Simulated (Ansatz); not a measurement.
**BSiF (triplet): wave-function methods side by side, cc-pVTZ**

How much of the correlation energy of BSiF (triplet) does each wave-function method recover here?

Computed with Ansatz 0.2.0, Gaussian basis. Level: cc-pVTZ, core rule «outside noble gas», up to 7 orbitals frozen.

The runs, in order: UHF; CCSD(T) on ROHF; CCSD(T) on UHF; BCCD(T) on ROHF; CCSDT(Q) on ROHF; CCSDT(Q) on UHF.

10 further runs of the same task are left out: 4 for a known fault of the program, 6 set aside as unsound or not needed.

## 1. The system

The geometry is a PBE0/def2-TZVP stationary point (not a proven minimum).

3 atoms, charge 0, spin multiplicity 3.

Atoms are counted from 1 here; the program's logs count them from 0.

Bond lengths: F1–B2 1.280 Å, B2–Si3 1.896 Å. Angles: F1–B2–Si3 180.0°.

## 2. UHF

File in.yaml:

```yaml
crystal:
  periodic: [false, false, false]
  atoms:
    - {symbol: F, position_ang: [0.000000, 0.000000, 1.485424]}
    - {symbol: B, position_ang: [0.000000, 0.000000, 0.205103]}
    - {symbol: Si, position_ang: [0.000000, 0.000000, -1.690526]}
basis:
  gaussian: {orbitals: cc-pVTZ}
magnetization: {spin_polarized: true, initial_magnetization: 2}
hamiltonian: {xc: hf}
output: {orbitals: {seedname: orbitals}}
```

Command:

```sh
> ansatz run in.yaml --threads 1 --pin off --events-out ev --progress --plain --max-ram 2816MiB --backend cpu
```

The runs that follow: CCSD(T) on ROHF; CCSD(T) on UHF; BCCD(T) on ROHF; CCSDT(Q) on ROHF; CCSDT(Q) on UHF.

Before running them: what should the planned runs give, taken together? Wanted: UCCSDT(Q) below the RHF energy; RMP2 from UCCSDT(Q); UMP2 from UCCSDT(Q); RCCSD from UCCSDT(Q); RCCSD(T) from UCCSDT(Q); UCCSD(T) from UCCSDT(Q); RCCSDT(Q) from UCCSDT(Q); T1 diagnostic.

The runs gave:

| quantity | value |
| --- | --- |
| UCCSDT(Q) below the RHF energy | -12.1519 eV |
| RMP2 from UCCSDT(Q) | +1074.1 meV |
| UMP2 from UCCSDT(Q) | +1113.3 meV |
| RCCSD from UCCSDT(Q) | +530.8 meV |
| RCCSD(T) from UCCSDT(Q) | +60.7 meV |
| UCCSD(T) from UCCSDT(Q) | +61.6 meV |
| RCCSDT(Q) from UCCSDT(Q) | +4.5 meV |
| levels within 1 kcal/mol (43 meV) | RCCSDT, UCCSDT, RCCSDT(Q) |
| T1 diagnostic | 0.020 |

RCCSD(T) misses by +60.7 meV, 0.5 % of the correlation energy. These misses are within one basis, not against nature; the frozen cores of restricted and unrestricted runs differ, which can shift their rows.
